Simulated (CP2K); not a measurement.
# HF/STO-3G run of CH2ClF (chlorofluoromethane)

What is the vertical electron affinity of CH2ClF (chlorofluoromethane) at HF/STO-3G? 

The results are computed with CP2K 2026.2.

1 further run of the same task is left out (set aside as unsound or not needed).

**1. The system as given**

CH2ClF: 5 atoms, total charge 0, spin state singlet. SMILES: `FCCl`. The shape is that of a PBE0-D4/def2-TZVP optimisation.

Bond lengths: F1–C2 1.355 Å, C2–Cl3 1.766 Å, C2–H4 1.089 Å, C2–H5 1.089 Å. Angles: F1–C2–Cl3 110.5°, F1–C2–H4 109.3°, F1–C2–H5 109.3°, Cl3–C2–H4 107.8°, Cl3–C2–H5 107.8°, H4–C2–H5 112.3°.

**2. A single-point energy at HF/STO-3G**

Input file gas.inp:

```
&GLOBAL
 PROJECT gas
 RUN_TYPE ENERGY
 PRINT_LEVEL MEDIUM
&END GLOBAL

&FORCE_EVAL
 METHOD Quickstep
 &DFT
  BASIS_SET_FILE_NAME ./sto_3g.basis
  POTENTIAL_FILE_NAME POTENTIAL
  &QS
   METHOD GAPW
   EPS_DEFAULT 1.0E-10
  &END QS
  &MGRID
   CUTOFF 280
   REL_CUTOFF 50
   NGRIDS 4
  &END MGRID
  &POISSON
   PERIODIC NONE
   POISSON_SOLVER WAVELET
  &END POISSON
  &SCF
   SCF_GUESS ATOMIC
   EPS_SCF 1.0E-07
   MAX_SCF 150
   ADDED_MOS 5
   &DIAGONALIZATION
    ALGORITHM STANDARD
   &END DIAGONALIZATION
   &MIXING
    METHOD DIRECT_P_MIXING
    ALPHA 0.4
   &END MIXING
  &END SCF
  &XC
   &XC_FUNCTIONAL NONE
   &END XC_FUNCTIONAL
   &HF
    FRACTION 1
    &SCREENING
     EPS_SCHWARZ 1.0E-10
    &END SCREENING
    &MEMORY
     MAX_MEMORY 1050
    &END MEMORY
   &END HF
  &END XC
  &PRINT
   &MOMENTS
    PERIODIC F
    REFERENCE COM
    MAX_MOMENT 1
   &END MOMENTS
   &MO ON
    ENERGIES T
    OCCUPATION_NUMBERS T
    NDIGITS 6
    &EACH
     QS_SCF 0
    &END EACH
    ADD_LAST NUMERIC
   &END MO
   &LOWDIN ON
   &END LOWDIN
   &HIRSHFELD OFF
   &END HIRSHFELD
  &END PRINT
 &END DFT
 &SUBSYS
  &CELL
   ABC 12.1 12.1 12.1
   PERIODIC NONE
  &END CELL
  &COORD
   UNIT bohr
   F     -1.8338847     1.0592293     1.4484751
   C      0.1579055     0.1687903     0.1097364
   Cl    -0.7992975    -2.3298244    -1.8860601
   H      1.5724978    -0.5718311     1.4089420
   H      0.9027600     1.6736737    -1.0810745
  &END COORD
  &TOPOLOGY
   &CENTER_COORDINATES
   &END CENTER_COORDINATES
  &END TOPOLOGY
  &KIND F
   BASIS_SET STO-3G
   POTENTIAL ALL
   LEBEDEV_GRID 194
   RADIAL_GRID 100
  &END KIND
  &KIND C
   BASIS_SET STO-3G
   POTENTIAL ALL
   LEBEDEV_GRID 194
   RADIAL_GRID 100
  &END KIND
  &KIND Cl
   BASIS_SET STO-3G
   POTENTIAL ALL
   LEBEDEV_GRID 194
   RADIAL_GRID 100
  &END KIND
  &KIND H
   BASIS_SET STO-3G
   POTENTIAL ALL
   LEBEDEV_GRID 194
   RADIAL_GRID 100
  &END KIND
 &END SUBSYS
&END FORCE_EVAL
```

On the command line:

```console
OMP_NUM_THREADS=1 cp2k.psmp -i gas.inp > gas.out 2>&1
```

Standard output:

```text
CP2K| version string:                                       CP2K version 2026.2
[...]
 GLOBAL| Method name                                                        CP2K
[...]
 GLOBAL| Run type                                                         ENERGY
[...]
 *** WARNING in qs_environment.F:2210 :: More added MOs requested than     ***
 *** available. The full set of unoccupied MOs will be used. Use           ***
 *** 'ADDED_MOS -1' to always use all available MOs and to get rid of this ***
[...]
 DFT| Spin restricted Kohn-Sham (RKS) calculation                            RKS
 DFT| Multiplicity                                                             1
[...]
 DFT| Charge                                                                   0
[...]
 QS| Method:                                                                GAPW
[...]
 QS| Density cutoff [a.u.]:                                                140.0
[...]
 QS| Relative density cutoff [a.u.]:                                        25.0
[...]
                             - Atoms:                                          5
[...]
                             - Spherical basis functions:                     21
[...]
 Number of electrons:                                                         34
[...]
     1 P_Mix/Diag. 0.40E+00    1.8     1.23881451      -590.8531553165 -5.91E+02
[...]
    17 DIIS/Diag.  0.24E-07    0.8     0.00000002      -591.1696693218 -4.55E-13
  *** SCF run converged in    17 steps ***
[...]
  Overlap energy of the core charge distribution:               0.00000181394038
  Self energy of the core charge distribution:               -335.33951061829742
  Core Hamiltonian energy:                                   -269.46780514033276
  Hartree energy:                                              86.07545424623360
  Exchange-correlation energy:                                  0.00000000000000
  Hartree-Fock Exchange energy:                               -43.70339198241974
[...]
                     Mulliken Population Analysis
 #  Atom  Element  Kind  Atomic population                           Net charge
       1     F        1          9.120923                             -0.120923
       2     C        2          5.928150                              0.071850
       3     Cl       3         17.158647                             -0.158647
       4     H        4          0.896140                              0.103860
       5     H        4          0.896140                              0.103860
 # Total charge                             34.000000                 -0.000000
[...]
  Dipole moment [Debye]
    X=  0.1451794E+01 Y=  0.1285155E+01 Z=  0.7684624E+00  Total=      2.0856326
 ENERGY| Total FORCE_EVAL ( QS ) energy [hartree]           -591.169669321814467
[...]
```

Run time: 16 s. Hardware: 1 thread of Arm Neoverse V1, shared host; peak memory 0.74 GiB.

**3. The doublet anion at the same level**

Input file job.inp:

```
&global
  project_name job
  run_type ENERGY
  print_level MEDIUM
&end global

&force_eval
  method QS
  &dft
    basis_set_file_name ./sto_3g.basis
    potential_file_name POTENTIAL
    charge -1
    multiplicity 2
    unrestricted_kohn_sham T
    &qs
      method GAPW
      eps_default 1.0E-10
    &end qs
    &mgrid
      cutoff 280
      rel_cutoff 50
      ngrids 4
    &end mgrid
    ! isolated system
    &poisson
      periodic NONE
      poisson_solver WAVELET
    &end poisson
    ! self-consistent field
    &scf
      scf_guess ATOMIC
      eps_scf 1.0E-07
      max_scf 100
      added_mos 5
      &diagonalization
        algorithm STANDARD
      &end diagonalization
      &mixing
        method DIRECT_P_MIXING
        alpha 0.4
      &end mixing
    &end scf
    &xc
      &xc_functional NONE
      &end xc_functional
      ! exact exchange
      &hf
        fraction 1
        &screening
          eps_schwarz 1.0E-10
          screen_on_initial_p F
        &end screening
        &interaction_potential
          potential_type COULOMB
        &end interaction_potential
        &memory
          max_memory 1050
        &end memory
      &end hf
    &end xc
    ! extra output
    &print
      &moments
        periodic F
        reference COM
        max_moment 1
      &end moments
      &mo ON
        energies T
        occupation_numbers T
        ndigits 6
        &each
          qs_scf 0
        &end each
        add_last NUMERIC
      &end mo
      &lowdin ON
      &end lowdin
      &hirshfeld OFF
      &end hirshfeld
    &end print
  &end dft
  &subsys
    &cell
      abc [angstrom] 12.1 12.1 12.1
      periodic NONE
    &end cell
    &coord
      UNIT bohr
      F     -1.8338847     1.0592293     1.4484751
      C      0.1579055     0.1687903     0.1097364
      Cl    -0.7992975    -2.3298244    -1.8860601
      H      1.5724978    -0.5718311     1.4089420
      H      0.9027600     1.6736737    -1.0810745
    &end coord
    &topology
      &center_coordinates
      &end center_coordinates
    &end topology
    &kind F
      basis_set STO-3G
      potential ALL
      lebedev_grid 194
      radial_grid 100
    &end kind
    &kind C
      basis_set STO-3G
      potential ALL
      lebedev_grid 194
      radial_grid 100
    &end kind
    &kind Cl
      basis_set STO-3G
      potential ALL
      lebedev_grid 194
      radial_grid 100
    &end kind
    &kind H
      basis_set STO-3G
      potential ALL
      lebedev_grid 194
      radial_grid 100
    &end kind
  &end subsys
&end force_eval
```

On the command line:

```console
OMP_NUM_THREADS=1 cp2k.psmp -i job.inp -o job.out
```

Standard output, cut to the lines that bear on the results:

```text
CP2K| version string:                                       CP2K version 2026.2
[...]
 GLOBAL| Method name                                                        CP2K
[...]
 GLOBAL| Run type                                                         ENERGY
[...]
 DFT| Spin unrestricted (spin-polarized) Kohn-Sham calculation               UKS
 DFT| Multiplicity                                                             2
[...]
 DFT| Charge                                                                  -1
[...]
 QS| Method:                                                                GAPW
[...]
 QS| Density cutoff [a.u.]:                                                140.0
[...]
 QS| Relative density cutoff [a.u.]:                                        25.0
[...]
                             - Atoms:                                          5
[...]
                             - Spherical basis functions:                     21
[...]
 Number of electrons:                                                         18
[...]
     1 P_Mix/Diag. 0.40E+00    1.9     0.66613410      -601.2644599414 -6.01E+02
[...]
    19 DIIS/Diag.  0.95E-07    1.1     0.00000009      -590.8430395735 -6.82E-13
  *** SCF run converged in    19 steps ***
[...]
  Overlap energy of the core charge distribution:               0.00000181394038
  Self energy of the core charge distribution:               -335.33951061829742
  Core Hamiltonian energy:                                   -267.56578320643280
  Hartree energy:                                              84.67582802205094
  Exchange-correlation energy:                                  0.00000000000000
  Hartree-Fock Exchange energy:                               -44.38467462532434
[...]
  Ideal and single determinant S**2 :                    0.750000       0.757089
[...]
                     Mulliken Population Analysis
 #  Atom  Element  Kind  Atomic population (alpha,beta) Net charge  Spin moment
       1     F        1         4.606840     4.640287    -0.247127    -0.033447
       2     C        2         3.414895     2.599031    -0.013927     0.815864
[...]
  Dipole moment [Debye]
    X= -0.5422458E-02 Y=  0.1341888E+01 Z=  0.1211573E+01  Total=      1.8079272
 ENERGY| Total FORCE_EVAL ( QS ) energy [hartree]           -590.843039573456394
[...]
```

Run time: 23 s. Hardware: 1 thread of Arm Neoverse V1, shared host; peak memory 0.78 GiB.

**4. Results**

Level: HF/STO-3G.

| quantity | value |
| --- | --- |
| singlet CH2ClF: total energy | -591.16967 Eh |
| singlet CH2ClF: dipole moment | 2.09 D |
| singlet CH2ClF: HOMO energy | -10.63 eV |
| singlet CH2ClF: LUMO energy | 9.93 eV |
| singlet CH2ClF: HOMO–LUMO gap | 20.56 eV |
| doublet anion: total energy | -590.84304 Eh |
| doublet anion: HOMO energy (highest over α and β) | 7.99 eV |
| doublet anion: LUMO energy (lowest over α and β) | 23.38 eV |
| doublet anion: ⟨S²⟩ | 0.757 |
| vertical electron affinity (to the doublet anion) | -8.888 eV |

In words: The anion lies 8.89 eV (858 kJ/mol) above the neutral: the electron isn't bound at this level, and such a value depends on the basis. Without diffuse functions anions come out too high. Hartree–Fock misses the correlation that binds many anions. In a minimal basis such a difference can be off by several eV, whatever the method. The HOMO (doublet anion) lies at positive energy, 7.99 eV: the electron is unbound at this level or held by a compact basis; values depend on the basis.
